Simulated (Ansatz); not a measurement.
# AlH₂− (singlet): wave-function methods side by side at distance Al1–H2 = 2.284 Å, 6-31++G**

How much of the correlation energy of AlH₂− (singlet) does each wave-function method recover here?

Program: Ansatz 0.2.0, Gaussian basis. Level of theory: 6-31++G**, core rule «outside noble gas», up to 5 orbitals frozen. These are calculated values, not measurements.

To be run: UHF; CCSD(T) on RHF; CCSD(T) on UHF; BCCD(T) on RHF; CISD; CCSDT(Q) on RHF; CCSDT(Q) on UHF; CCSDTQ on RHF; CASSCF and MRCISD+Q, 2 electrons in 2 orbitals; CASSCF and NEVPT2, 2 electrons in 2 orbitals; CASSCF and MRCISD+Q, 6 electrons in 6 orbitals; CASSCF and NEVPT2, 6 electrons in 6 orbitals; Full CI.

17 further runs of the same task are left out: 13 that didn't finish, 4 set aside as unsound or not needed.

**1. What is computed**

The geometry derives from a PBE0/def2-TZVPD stationary point (not a proven minimum). One bond is set to the value named and the two fragments are kept rigid.

3 atoms, charge -1, spin multiplicity 1.

Atoms are counted from 1 here; the program's logs count them from 0.

Bond lengths: Al1–H3 1.697 Å.

As a file:

| atom | x (Å) | y (Å) | z (Å) |
| --- | --- | --- | --- |
| Al1 | 0.0000 | -0.0951 | 0.0148 |
| H2 | 0.0000 | 1.4742 | -1.6447 |
| H3 | 0.0000 | 1.0708 | 1.2477 |

**2. UHF**

in.yaml reads:

```yaml
crystal:
  periodic: [false, false, false]
  atoms:
    - {symbol: Al, position_ang: [0.000000, -0.095072, 0.014830]}
    - {symbol: H, position_ang: [0.000000, 1.474209, -1.644692]}
    - {symbol: H, position_ang: [0.000000, 1.070769, 1.247710]}
basis:
  gaussian: {orbitals: "6-31++G**"}
total_charge: -1
magnetization: {spin_polarized: true, initial_magnetization: 0}
hamiltonian: {xc: hf}
output: {orbitals: {seedname: orbitals}}
```

Run with:

```console
$ ansatz run in.yaml --threads 1 --pin off --events-out ev --progress --plain --max-ram 2393MiB
```

Further steps of the session: CCSD(T) on RHF; CCSD(T) on UHF; BCCD(T) on RHF; CISD; CCSDT(Q) on RHF; CCSDT(Q) on UHF; CCSDTQ on RHF; CASSCF and MRCISD+Q, 2 electrons in 2 orbitals; CASSCF and NEVPT2, 2 electrons in 2 orbitals; CASSCF and MRCISD+Q, 6 electrons in 6 orbitals; CASSCF and NEVPT2, 6 electrons in 6 orbitals; Full CI.

**Question.** What will the summary of the whole plan be? Wanted: FCI below the RHF energy; RMP2 from FCI; RCCSD from FCI; RCCSD(T) from FCI; RCCSDT(Q) from FCI; NEVPT2 pair from FCI; MRCISD+Q pair from FCI; NEVPT2 valence from FCI; T1 diagnostic.

**Answer**, as computed:

```
                         quantity                                                                           value
         FCI below the RHF energy                                                                      -2.6150 eV
                    RMP2 from FCI                                                                    +70.8 kJ/mol
                   RCCSD from FCI                                                                     +7.2 kJ/mol
                RCCSD(T) from FCI                                                                     +1.9 kJ/mol
               RCCSDT(Q) from FCI                                                                     +0.1 kJ/mol
             NEVPT2 pair from FCI                                                                    +59.5 kJ/mol
           MRCISD+Q pair from FCI                                                                     -2.8 kJ/mol
          NEVPT2 valence from FCI                                                                    +45.8 kJ/mol
levels within 1 kcal/mol (43 meV)  RCCSD(T), BCCD(T), RCCSDT, RCCSDT(Q), RCCSDTQ, MRCISD+Q pair, MRCISD+Q valence
                    T1 diagnostic                                                                           0.021
   effectively unpaired electrons                                                                            0.10
```

**Reading.** RCCSD(T) misses by +1.9 kJ/mol, 0.8 % of the correlation energy. MRCISD+Q pair falls below full CI: the +Q correction isn't variational, and the cores differ from full CI's. One determinant dominates. Of the multireference levels listed MRCISD+Q valence comes nearest in total energy (+2.6 kJ/mol), which doesn't show that its space is the better one. These misses are within one basis, not against nature.
